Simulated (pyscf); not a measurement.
9 silicon, germanium or tin steps of one kind (four-centre exchange, closed-shell): barrier in kcal/mol, from the separated reactants or the lowest minimum found. Single points on ωB97X-D3(BJ)/def2-SVP structures (PySCF, gas phase). Functionals in def2-TZVP; the last column is ωB97M-D3(BJ)/def2-TZVP. Rows were drawn at random from the steps of this kind and element class whose saddle was verified and whose references are stable.

```csv
step,PBE,PBE0-D3(BJ),B3LYP-D3(BJ),ωB97M-D3(BJ)
HO–PH₂ + HO–SiH₃ → H₃Si–O–PH₂ + H₂O,19.0,19.4,21.6,21.9
H₃Si–AsH₂ + AsH₃ → H₃Si–AsH–AsH₂ + H₂,[?],53.9,54.3,62.3
HN=SiH–Cl + HF → HN=Si(F)–Cl + H₂,12.9,15.2,18.0,17.0
H₂P–PH₂ + SiH₄ → H₃Si–PH–PH₂ + H₂,[?],59.3,64.2,66.7
HO–Si(Cl)(Cl)–Cl + HF → H₂O + F–Si(Cl)(Cl)–Cl,15.9,17.7,19.8,19.0
H₃Ge–SeH + HF → H₂Se + F–GeH₃,20.9,25.4,25.6,27.5
H₃Si–PH–PH₂ + H₂ -> H₃Si–PH₂ + PH₃,58.7,65.2,65.7,70.3
H₃C–CH₂–SiH₃ + HCl → H₃C–CH₃ + H₃Si–Cl,33.0,33.9,36.9,37.7
HO–GeH₃ + HCl -> Cl–GeH₃ + H₂O,5.5,5.8,7.5,8.4
```

What belongs in the gaps?


- H₃Si–AsH₂ + AsH₃ → H₃Si–AsH–AsH₂ + H₂, PBE: 48.7
- H₂P–PH₂ + SiH₄ → H₃Si–PH–PH₂ + H₂, PBE: 57.3

Differences from the last column (kcal/mol): PBE: mean -6.5, median -4.7, mean size 6.5, lower in 9 of 9; PBE0-D3(BJ): mean -3.9, median -2.6, mean size 3.9, lower in 9 of 9; B3LYP-D3(BJ): mean -1.9, median -0.9, mean size 2.3, lower in 7 of 9. PBE is closest for row 9 (2.8 kcal/mol apart) and farthest for row 2 (13.5 kcal/mol). PBE, r²SCAN and M06-2X carry no added dispersion term. The last column is a level with limits of its own. Each barrier is that of the saddle found. Elements up to Kr have no core potential and no relativistic terms here.
